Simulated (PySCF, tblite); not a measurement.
# BNH6, a complex of two parts as drawn: NMR shifts, interaction energy, infrared bands, spin-spin couplings and core binding energies

An exercise on one series of results from a longer session: the logs are not shown, and one member is left open.

Programs: tblite 0.8.0 and PySCF 2.14.0. All values are calculated, for the isolated system unless a continuum is named. Atoms count from 0, parts from 1.

### Starting point

8 atoms, charge 0, multiplicity 1; geometry: rigid parts in contact. Parts: 1 = atoms 0–3, `B`, charge 0; 2 = atoms 4–7, `N`, charge 0.

The first run:

Job settings and geometry (Å):

```
{"job": {"kind": "dock", "xc": "GFN2-xTB", "basis": "xTB"}, "charge": 0, "multiplicity": 1, "parts": [{"atoms": "0-3", "charge": 0, "multiplicity": 1}, {"atoms": "4-7", "charge": 0, "multiplicity": 1}]}
B     -0.000037    -0.000069     0.000147
H     -0.881101    -0.761504    -0.000309
H     -0.219018     1.143785     0.000241
H      1.100156    -0.382212    -0.000079
N      0.575315    -1.667728     3.031794
H      0.093548    -1.575941     3.917744
H      1.569715    -1.616644     3.216103
H      0.326960    -0.867581     2.462896
```

Level: GFN2-xTB search for minima from random contacts, gas phase.

Started as:

```bash
> OMP_NUM_THREADS=1 python cluster_run.py task.json out
```

One launch serves the whole session: the jobs run in the order shown.

Steps of the session up to this table: Bringing the parts together with GFN2-xTB; Relaxing the molecule at PBE0-D3(BJ)/def2-TZVPD; Shielding tensors: PBE0/pcSseg-2; Coupled-cluster interaction energy: CCSD(T) and MP2.

One table of the session follows, with a row left open; its other results are not shown here.

It belongs to the step «Coupled-cluster interaction energy: CCSD(T) and MP2». 

| method | interaction energy (kcal/mol) |
| --- | --- |
| HF/aug-cc-pVDZ | -34.53 |
| MP2/aug-cc-pVDZ | -41.74 |
| CCSD/aug-cc-pVDZ | -39.60 |
| CCSD(T)/aug-cc-pVDZ | -40.33 |
| HF/aug-cc-pVQZ | -36.06 |
| MP2/aug-cc-pVQZ | -45.95 |
| SCS-MP2/aug-cc-pVQZ | ? |
| MP2, extrapolated | -46.51 |
| CCSD(T), limit estimate | -45.09 |

**Question.** Estimate the row for SCS-MP2/aug-cc-pVQZ.

**Answer.** interaction energy (kcal/mol): -43.24. In the column «interaction energy (kcal/mol)» it lies between CCSD(T), limit estimate (-45.09) and MP2/aug-cc-pVDZ (-41.74).

At this geometry B0 and N4 of different parts are bonded (1.64 Å), so this energy is that of a chemical bond rather than of a weak contact.

Caveats from the session: The interaction energy leaves out the deformation of the parts, 14.36 kcal/mol at MP2. So large a deformation means that a part is far from its own minimum, so a sum across the two methods would be rough.
